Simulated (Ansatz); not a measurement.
Geometry optimisation, Ansatz, RKS PBE/def2-SVP.

input.yaml

```yaml
crystal:
  periodic: [false, false, false]
  atoms:
    - { symbol: Si, position_ang: [0.0, 0.0, 0.0] }
    - { symbol: "N", position_ang: [1.1383, 0.0, 1.6687] }
    - { symbol: H, position_ang: [0.2613, -0.2713, 2.1987] }
    - { symbol: H, position_ang: [2.0153, 0.2713, 2.1987] }
    - { symbol: H, position_ang: [1.6341, 0.0, 0.2923] }
    - { symbol: Cl, position_ang: [-1.0032, 1.7381, -0.7093] }
    - { symbol: H, position_ang: [-0.6877, -1.1914, -0.4862] }
basis:
  gaussian: { orbitals: def2-SVP }
hamiltonian:
  xc: pbe
relax:
  f_tol: 0.15
  max_steps: 25
  restrain:
    - { distance: [1, 4], at: 2.26, k: 30.0 }
    - { distance: [0, 1], at: 1.82, k: 30.0 }
    - { distance: [0, 4], at: 1.46, k: 30.0 }
```

Run as:

```bash
$ ansatz run input.yaml --threads 1 --pin off --max-ram 2048MiB --backend cpu --events-out ev --progress --plain --runs-dir out
```

**Question.** Where does it end, and by what steps?

**Answer.** The forces met the threshold. The restraints hold the end off the free minimum; the threshold counts their pulls, which the force column leaves out. Restrained pairs: N2–H5 (1.46 → 2.30 Å), Si1–N2 (2.02 → 1.77 Å), Si1–H5 (1.66 → 1.46 Å). After 7 steps the energy has fallen by 4.769 eV (the restraints' own energy left out); H5 moved furthest, 0.67 Å.

| step | energy less start (eV) | largest force component (eV/Å) | accepted |
| --- | --- | --- | --- |
| 0 | 0.0000 | 5.256 | yes |
| 1 | -1.6197 | 4.284 | yes |
| 2 | -2.8992 | 3.679 | yes |
| 3 | -4.2543 | 1.835 | yes |
| 4 | -4.6833 | 2.406 | yes |
| 5 | -4.7703 | 1.386 | yes |
| 6 | -4.7714 | 1.298 | yes |
| 7 | -4.7694 | 1.462 | yes |

```xyz
7
Properties=species:S:1:pos:R:3
Si 0.302 -0.020 0.074
N 0.845 -0.184 1.750
H 0.181 -0.220 2.531
H 1.636 0.418 1.993
H 1.689 0.030 -0.380
Cl -0.760 1.707 -0.461
H -0.534 -1.185 -0.345
```

Time of the run: 17 s on 1 thread of Arm Neoverse V1, on a shared host, peak memory 0.13 GiB.
